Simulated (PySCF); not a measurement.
Gas-phase reaction: 2 SiN + 2 SiHCl3 + 3 H2 ⇌ 2 H3SiSiCl3 + N2H2

Energies from PySCF (xtb for GFN2), thermal terms from the rigid-rotor harmonic-oscillator model, ideal gas at 1 bar. † marks an energy on the PBE0/def2-TZVP geometry and frequencies; other levels use their own. 6-31G* has spherical d functions here. Open shells (unrestricted): SiN (multiplicity 2); the rest are closed-shell singlets. GFN2 has no spin-polarisation term. B3LYP is the form with VWN-RPA correlation. H3SiSiCl3: computed as isolated molecules; such fragments, hydroxides, amides, oligomers or adducts are transient or little studied in the gas. The harmonic model lacks anharmonicity and excited electronic states, which grow with temperature; levels with a mode under 35 cm⁻¹ are left out. Internal rotation in H3SiSiCl3 is treated as a harmonic vibration of one conformer, which makes the entropy rough.

| level | ΔE electronic, kJ | ΔH°(298 K), kJ | ΔS°(298 K), J/K | ΔG°(1600 K), kJ |
|---|---|---|---|---|
| B3LYP/6-31G* | -721 | -671 | -486 | 111 |
| BLYP/def2-TZVP† | -623 | -573 | -482 | 201 |
| GFN2-xTB | -576 | -524 | -459 | 207 |
| PBE0/def2-SVP† | -851 | -800 | -482 | -26 |
| r2SCAN/def2-TZVP† | -743 | -693 | -482 | 82 |
| ωB97M-V/def2-TZVP† | -761 | -711 | -482 | 63 |
| ωB97X-V/def2-TZVP† | -821 | -771 | -482 | 3 |
ΔH° is lowest at PBE0/def2-SVP† and highest at GFN2-xTB. No reference value is set beside these.
